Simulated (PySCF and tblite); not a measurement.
Values are calculated unless marked as measured or tabulated.
Stationary points of C5H8F (charge +1) at B3LYP-D3(BJ)/def2-SVP, in Å:

Structure A

```
 1 C     1.583   -0.278    1.042
 2 C     1.248   -0.550   -0.350
 3 C     0.171   -0.149   -1.152
 4 C    -1.059    0.391   -0.812
 5 C    -1.796    0.485    0.455
 6 F    -1.195   -0.068    1.539
 7 H     2.606    0.152    1.058
 8 H     0.883    0.348    1.597
 9 H     1.722   -1.253    1.556
10 H     2.018   -1.109   -0.901
11 H     0.328   -0.281   -2.228
12 H    -1.661    0.755   -1.657
13 H    -2.783   -0.002    0.289
14 H    -2.031    1.557    0.637
```

Structure B

```
 1 C     1.831    0.028    0.842
 2 C     1.307   -0.649   -0.380
 3 C     0.131   -0.395   -0.971
 4 C    -0.917    0.526   -0.658
 5 C    -2.051    0.229    0.182
 6 F    -2.070   -0.982    0.743
 7 H     2.811    0.486    0.628
 8 H     1.155    0.806    1.228
 9 H     2.005   -0.714    1.639
10 H     1.930   -1.425   -0.835
11 H    -0.179   -0.961   -1.881
12 H    -0.939    1.530   -1.123
13 H    -2.998    0.466   -0.364
14 H    -2.016    1.054    0.952
```

Structure C

```
 1 C     2.141    0.312    0.561
 2 C     1.315   -0.712   -0.075
 3 C    -0.065   -0.722   -0.291
 4 C    -0.896    0.313    0.098
 5 C    -2.346    0.305   -0.127
 6 F    -2.781   -0.814   -0.752
 7 H     2.939    0.608   -0.150
 8 H     1.614    1.202    0.924
 9 H     2.702   -0.160    1.393
10 H     1.857   -1.598   -0.434
11 H    -0.515   -1.584   -0.789
12 H    -0.497    1.201    0.602
13 H    -2.615    1.215   -0.712
14 H    -2.854    0.434    0.856
```

Geometries: B3LYP-D3(BJ)/def2-SVP; energies: PBE0/pcSseg-1 + D3(BJ); zero-point and thermal terms from GFN2-xTB harmonic modes (soft modes blended into free rotors).

**Question.** Which structure is a saddle point, and along which motion?

**Answer.** B: one imaginary mode (858i cm⁻¹ at GFN2-xTB, mostly on H11, H12), along the rotation about the C3–C4 bond (torsion C2–C3–C4–C5 from -180° to -15°, rising).

**Question.** Give their symmetry and energies above the lowest.

**Answer.** A C1, 5.3 kcal/mol; B C1, 33.3 kcal/mol; C Cs, 0.0 kcal/mol.

The ion is treated without a counter-ion.
